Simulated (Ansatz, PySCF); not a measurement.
formamide cation (CH₃NO), SMILES NC=O (connectivity only; charge and spin as stated), charge +1, multiplicity 2. Atoms are numbered in the order given.

```xyz
6

N      0.1372    -1.0927     0.0000
C     -0.3724     0.0966     0.0000
O      0.2699     1.1832     0.0000
H      1.1416    -1.2464     0.0000
H     -0.4708    -1.9039     0.0000
H     -1.4656     0.2479     0.0000
```
Charge +1, spin multiplicity 2.

Coordinates come from a B3LYP-D3(BJ)/def2-TZVP optimisation. The multiplicity is an assumed one; other spin states were not compared. The values are those of a single conformer.

Two levels are set side by side: PBE-D3(BJ)/def2-TZVP (Ansatz, a quantum-chemistry and plane-wave program) and B3LYP-D3(BJ)/def2-TZVP (Ansatz). Each level has its own optimised geometry; the coordinates shown are those of the second. Frequencies come from the Hessian of PySCF at each geometry. Differences are taken from unrounded values.

| quantity | B3LYP-D3(BJ) | PBE-D3(BJ) | PBE-D3(BJ) minus B3LYP-D3(BJ) |
|---|---|---|---|
| mean bond length (Å) | 1.138 | 1.146 | 0.008 |
| bond N1–C2 (Å) | 1.294 | 1.304 | 0.010 |
| bond C2–O3 (Å) | 1.262 | 1.260 | -0.003 |
| bond N1–H4 (Å) | 1.016 | 1.024 | 0.008 |
| bond N1–H5 (Å) | 1.014 | 1.021 | 0.007 |
| bond C2–H6 (Å) | 1.104 | 1.120 | 0.017 |
| highest harmonic wavenumber (cm⁻¹) | 3601 | 3534 | -67 |
| mean harmonic wavenumber (cm⁻¹) | 1651 | 1588 | -64 |
| zero-point energy (kcal/mol) | 28.33 | 27.23 | -1.09 |

GGA bonds tend to be longer and softer than those of functionals with exact exchange. Differences between two approximate levels are no errors against the true value.
